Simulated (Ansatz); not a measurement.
Relaxation of C$_{3}$H$_{5}$N (9 atoms, charge 0, multiplicity 1), to a largest force component of 0.02 eV/Å in at most 50 steps.

The calculation used RKS PBE-D4/def2-SVP in Ansatz.

```xyz
9
Properties=species:S:1:pos:R:3:forces:R:3
C 0.188 0.962 -0.746 -6.09 7.07 -2.19
C -0.011 -0.230 -0.034 2.25 4.76 -3.06
C 0.268 -1.361 0.495 9.31 -7.83 0.58
N -0.868 -0.867 0.710 -14.34 -0.32 6.15
H -0.526 1.025 -1.642 0.38 0.33 -0.13
H -0.097 1.881 -0.122 0.64 -0.39 -0.05
H 1.192 1.130 -1.114 1.65 1.43 -1.20
H 0.819 0.131 -0.642 5.83 -4.75 0.01
H -1.065 -0.456 1.681 0.36 -0.30 -0.12
```

Q: Where does it end, and by what steps?

A: The run converged. After 17 steps the energy has fallen by 8.475 eV; H8 moved furthest, 1.35 Å. The start is strongly strained (largest force component 14 eV/Å), so its close contacts needn't be bonds. Parted: C1–H8.

```tsv
step	energy less start (eV)	largest force component (eV/Å)	accepted
0	0.0000	14.338	yes
1	-2.3274	5.950	yes
2	-3.5642	2.352	yes
3	-4.3992	2.838	yes
4	-5.3320	3.319	yes
5	-6.3813	3.264	yes
6	-7.2780	2.653	yes
7	-7.9266	2.111	yes
8	-8.2402	0.624	yes
9	-8.3820	0.863	yes
10	-8.3948	0.924	yes
11	-8.4557	0.310	yes
12	-8.4638	0.270	yes
13	-8.4466	0.801	no
14	-8.4734	0.103	yes
15	-8.4738	0.144	yes
16	-8.4741	0.079	yes
17	-8.4750	0.017	yes
```

```xyz
9
Properties=species:S:1:pos:R:3
C 0.085 1.065 -0.881
C 0.431 -0.056 0.069
C -0.177 -1.510 -0.130
N -0.591 -0.721 0.816
H -0.868 0.861 -1.411
H -0.011 2.043 -0.361
H 0.883 1.172 -1.645
H 1.425 0.009 0.553
H -1.279 -0.647 1.577
```

Run time: 31 s on 1 thread of Arm Neoverse V2, on a shared host, peak memory 0.14 GiB.
